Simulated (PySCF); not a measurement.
Molecule: `[AlH3]`, AlH3.

Cartesian coordinates in Å; atom numbers follow the order of the lines, from 1:
```xyz
4

Al    0.002    0.001    0.013
H    -1.318   -0.813   -0.048
H     0.038    1.464   -0.507
H     1.289   -0.647    0.594
```

Frames of a GFN2-xTB Langevin trajectory at 400 K; GIAO PBE0/pcSseg-1 shieldings in PySCF 2.14.0 with density-fitted response routines, gas phase, non-relativistic; equivalent atoms averaged within each frame.

δ = σ(ref) − σ, references computed at the same level: AlH4- for 27Al (σref 489.97); TMS for 1H (σref 31.72). The references are static minima.

How do the shifts (ppm) fluctuate along the trajectory?

Answers


```csv
time (fs),Al1,H2/H3/H4
optimised geometry,221.1,5.54
250,214.3,6.15
425,209.4,6.60
625,220.4,5.76
800,212.7,6.06
1000,229.9,5.51
mean of frames,217.4,6.02
standard deviation,8.1,0.41
```

5 frames give an uncertainty of the mean of about the standard deviation over 2.2 at best, since frames this close in time may not be independent; classical motion lacks zero-point vibration, and the reference would need the same averaging.
